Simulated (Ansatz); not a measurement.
Relaxation of BHLiO (4 atoms, charge 1, multiplicity 1), to a largest force component of 0.02 eV/Å in at most 50 steps.

The calculation used Ansatz, RHF/def2-SVP.

```xyz
4
Properties=species:S:1:pos:R:3:forces:R:3
Li -2.392 0.640 0.136 -0.35 0.09 0.02
B -0.283 0.074 0.015 -2.61 0.70 0.15
O 0.874 -0.237 -0.050 3.73 -0.99 -0.21
H 1.801 -0.477 -0.101 -0.77 0.20 0.04
```

Q: Where does it end, and by what steps?

A: The run converged. After 2 steps the energy has fallen by 0.073 eV; Li1 moved furthest, 0.08 Å.

```
step  energy less start (eV)  largest force component (eV/Å)  accepted
   0                  0.0000                           3.728       yes
   1                 -0.0708                           0.602       yes
   2                 -0.0727                           0.008       yes
```

```xyz
4
Properties=species:S:1:pos:R:3
Li -2.465 0.659 0.140
B -0.277 0.073 0.015
O 0.915 -0.247 -0.052
H 1.828 -0.485 -0.103
```

Whether the end is a true minimum wasn't checked by a vibrational analysis.

The run took 0.93 s on 1 thread of Intel(R) Xeon(R) 6975P-C (Granite Rapids), on a shared host, peak memory 0.12 GiB.
